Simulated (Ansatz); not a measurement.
**SnH₂, triplet: reading a ladder of total energies**

Geometry: displaced at random from a stationary point.

```xyz
3

Sn    0.0021   -0.0143   -0.0001
H    -0.1628    0.8560   -1.4713
H    -0.0861    0.8235    1.4860
```

Basis def2-SVP with its core potentials; Ansatz 0.2.0. Only valence electrons are correlated (noble-gas cores and the filled d shells of p-block atoms frozen), which leaves 6 electrons in 27 orbitals. Prefix R: restricted or restricted open-shell reference. No spin–orbit coupling is included; scalar relativity enters through the core potentials alone.

Full CI is exact within this basis and frozen core; it isn't the basis-set limit.

RCCSD has a T1 diagnostic of 0.018 and a largest doubles amplitude of 0.06.

Runs differ by some tens of microhartree through their thresholds and, for an open shell, their frozen cores, so steps under 0.03 kcal/mol mean nothing.

Here the R and U totals at CCSDT(Q) differ by 0.45 kcal/mol, a measure of how far such totals hang on the determinant and its frozen core.

| level | total energy (hartree) |
| --- | --- |
| RHF | -214.444265 |
| RMP2 | -214.507999 |
| RCCSD | -214.527944 |
| RCCSD(T) | -214.529588 |
| RCCSDT | -214.530148 |
| RCCSDT(Q) | -214.530174 |
| full CI | -214.530149 |

Question: What is the correlation energy at full CI, and what share of it do RMP2 and RCCSD(T) recover?

Answer: E(corr) = -214.530149 − (-214.444265) = -0.085884 hartree = -2.337 eV. RMP2: -0.063734 / -0.085884 = 74.21 %. RCCSD(T): -0.085323 / -0.085884 = 99.35 %.

Question: By how many kcal/mol does RCCSD(T) miss full CI (1 hartree = 627.509 kcal/mol), and which steps make up the rest?

Answer: -214.529588 − (-214.530149) = 0.000561 hartree = 0.35 kcal/mol. Steps: RCCSDT − RCCSD(T) = -0.35, RCCSDT(Q) − RCCSDT = -0.02, full CI − RCCSDT(Q) = 0.02 kcal/mol. That is within 1 kcal/mol of the reference in this basis, which itself misses far more of the correlation at the basis-set limit.
